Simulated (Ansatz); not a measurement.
We consider rock-salt TiC, described by r²SCAN+rVV10 (plane waves, PAW; Ansatz, a program for electronic structure).

Run with plane-wave cutoff 560 eV, 22×22×22 k mesh, Fermi–Dirac smearing 0.05 eV, no spin polarisation, scalar-relativistic PAW data made under PBE.

Computed points:

| V (Å³/atom) | E − E_lowest (meV/atom) |
|---|---|
| 9.478 | 33.44 |
| 9.679 | 14.37 |
| 9.881 | 3.48 |
| 10.083 | 0.00 |
| 10.284 | 3.22 |
| 10.486 | 12.51 |
| 10.688 | 27.29 |

Task: What bulk modulus B0 and pressure derivative B′ does a third-order Birch–Murnaghan fit give?

Result: V0 = 10.083 Å³/atom, B0 = 266 GPa, B′ = 4.0 (fit to the energies at full precision).

Measured, for comparison: bulk modulus 240 GPa (temperature not stated, not corrected to a static lattice, our sources range from 235 to 268; as tabulated in Krasnenko and Brik (2013), arXiv:1306.3139); equilibrium volume per atom 10.15 Å³/atom (temperature not stated, not corrected to a static lattice; as tabulated in Zhang et al. (2018), doi:10.1088/1367-2630/aac7f0). Computed (rounded) less measured: bulk modulus not scored (sources differ), equilibrium volume per atom -0.7 %. A static lattice is as a rule a little smaller and stiffer than an uncorrected measurement, which narrows the difference in the equilibrium volume per atom and would widen misses of the other sign.

It cost around 90 core-seconds (rough) of CPU time.
